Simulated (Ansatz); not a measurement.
Isolated molecules relaxed with PBE0-D4/def2-TZVP in Ansatz; ΔE leaves out vibrations. CCSD(T)/CBS is the MP2 limit (def2-TZVPP, def2-QZVPP) plus CCSD(T) − MP2 in def2-TZVPP, frozen cores. This one scheme is used for every species, atoms too. DFT in def2-TZVPP. No spin–orbit coupling; open shells (•) take unrestricted orbitals. Spin–orbit coupling would lower the free atoms: a little for C, O, S. Each species was taken in one conformer, which may not be the lowest.

Reaction (atomization): `CC(O)=S` → 2 C• + 4 H• + O• + S•

Problem. What is ΔE at CCSD(T)/CBS? (Estimate.)

Solution. Ansatz gave: +3113.3 kJ/mol.

Problem. What do these levels give: B97M-V, r2SCANh-D4, ωB97X-V, B2PLYP, PBE-QIDH, revPBE, BHLYP, HF/def2-SVP, HF/def2-TZVPP, SCS-MP2/def2-TZVPP, SCS-MP2/def2-QZVPP, CCSD/CBS(def2)? (An estimate is asked.)

Solution. The calculation gave: B97M-V 3134.3, r2SCANh-D4 3110.1, ωB97X-V 3119.7, B2PLYP 3083.4, PBE-QIDH 3098.9, revPBE 3087.9, BHLYP 2969.9, HF/def2-SVP 2197.6, HF/def2-TZVPP 2176.5, SCS-MP2/def2-TZVPP 3065.6, SCS-MP2/def2-QZVPP 3122.9, CCSD/CBS(def2) 3050.1 kJ/mol.

Largest T1 diagnostic among the species: 0.017.

At CCSD(T), def2-SVP lies −169.4 kJ/mol from the extrapolated value and def2-TZVPP −87.7 kJ/mol: correlation converges slowly with the basis, and small sets miss more of it in the bonded molecule than in its fragments. From PBE to PBE0 (25 % exact exchange), in def2-TZVPP and without D4, ΔE moves by −84.2 kJ/mol: exact exchange takes away binding that semilocal exchange gives to molecules.

For atomizations the MP2-based limit and the directly extrapolated one differ by several kJ/mol either way, and by 10 to 25 for some Ge, Se and Sn compounds, so smaller differences from it don't rank the levels.
